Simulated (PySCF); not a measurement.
## State search for LiP

Unrestricted PBE0; Li x2c-TZVPPall, P x2c-TZVPPall; spin-free X2C with a Gaussian nucleus (PySCF 2.14). Outer shells of the fragments: Li 2s1; P 3s2 3p3.

Followed along the bond (rough minima from three points):

```tsv
2Ms+1	unpaired	⟨S²⟩ at the start	R at minimum (Å)	Te (eV)
3	π ↑↑	2.01	2.32	0.00
1	π ↑↓	1.01	2.32	0.30
3	σ ↑, π ↑	2.01	2.20	0.66
1	σ ↓, π ↑	1.01	2.21	0.98
1	none	0.00	2.31	1.39
```

Solutions found at the starting distance of 2.350 Å, counted from the lowest of them; the search is not exhaustive and high or unbound solutions are not listed, so other states can lie among these:

| 2Ms+1 | unpaired | term | E (eV) | ⟨S²⟩ | ⟨Lz²⟩ | μ (D) |
| --- | --- | --- | --- | --- | --- | --- |
| 3 | π ↑↑ | ³Σ⁻ | 0.00 | 2.01 | 0.00 | -6.71 |
| 1 | π ↑↓ | mixed | 0.30 | 1.01 | 2.03 | -6.69 |
| 3 | σ ↑, π ↑ | ³Π | 0.72 | 2.01 | 1.02 | -6.69 |
| 1 | σ ↓, π ↑ | mixed | 1.03 | 1.01 | 1.02 | -6.72 |
| 1 | none | mixed | 1.40 | 0.00 | 2.01 | -6.48 |
| 5 | σ ↑↑, π ↑↑ | ⁵Σ⁻ | 2.25 | 6.00 | 0.00 | 4.36 |
| 5 | σ ↑, π ↑↑↑ | ⁵Π | 3.58 | 6.00 | 1.00 | 1.14 |
| 3 | σ ↑, π ↑ | ³Π | 3.62 | 2.01 | 1.01 | 4.38 |

A term symbol is given only where ⟨S²⟩ and ⟨Lz²⟩ are close to those of a pure state; real π, δ and φ orbitals otherwise mix terms. A positive dipole means Li(−)P(+).

Counting both spins, an empty level lies below a filled one in some of these solutions, because spin and occupation are held.
